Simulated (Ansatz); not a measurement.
Compare A (`C=CCCO`) with its isomer B (`CC1COC1`).

Computed with Ansatz on PBE0-D4/def2-TZVP structures; ΔE is electronic, products minus reactants. CCSD(T)/CBS adds triple-zeta CCSD(T) − MP2 to the extrapolated MP2 energy (def2 sets, frozen cores). Functionals use def2-TZVPP. B3LYP here is the variant with VWN-RPA as its local correlation; programs differ in this. One conformer a species, not always the lowest.

A:

Z-matrix (Å, degrees):
```
C
C 1 1.498
C 1 1.516 2 114.9
H 1 1.098 2 108.8 3 -123.0
H 1 1.096 2 108.9 3 122.3
C 2 1.328 1 126.5 3 14.1
H 2 1.088 1 115.3 3 -166.1
O 3 1.410 1 112.7 2 65.4
H 3 1.092 1 109.6 2 -176.7
H 3 1.100 1 110.1 2 -59.3
H 6 1.083 2 121.0 1 179.4
H 6 1.086 2 122.6 1 0.5
H 8 0.962 3 107.6 1 -50.2
```

B:

Z-matrix (Å, degrees):
```
C
C 1 1.508
H 1 1.094 2 110.9
H 1 1.093 2 111.3 3 120.1
H 1 1.093 2 111.3 3 -120.0
C 2 1.534 1 118.3 3 -49.2
C 2 1.534 1 118.3 3 49.5
H 2 1.092 1 110.6 3 -179.9
O 6 1.433 2 91.9 1 126.1
H 6 1.094 2 117.2 1 -117.8
H 6 1.098 2 114.0 1 11.4
H 7 1.098 2 114.0 1 -11.4
H 7 1.094 2 117.2 1 117.8
```

(1) Which is lower in electronic energy at CCSD(T)/CBS, and by how much? (Best estimate.)

(2) Give E(B) − E(A) in kcal/mol with CCSD(T)/def2-TZVPP, CCSD/def2-TZVPP, MP2/def2-TZVPP, PBE-D4, PBE0-D4, ωB97M-V, B3LYP. (An estimate is asked.)

Largest T1 diagnostic: 0.010.

## Answers

(1) Computed: A, by 9.4 kcal/mol.

(2) Ansatz gave: CCSD(T)/def2-TZVPP 8.4, CCSD/def2-TZVPP 8.1, MP2/def2-TZVPP 7.9, PBE-D4 6.5, PBE0-D4 5.5, ωB97M-V 7.3, B3LYP 9.5. None reverses the order clearly.

From PBE to PBE0 (25 % exact exchange), in def2-TZVPP and without D4, E(B) − E(A) moves by −1.0 kcal/mol. In def2-TZVPP, CCSD(T) changes the Hartree–Fock value by −0.9 kcal/mol (the triples alone add +0.3 kcal/mol) and MP2 by −1.5 kcal/mol.
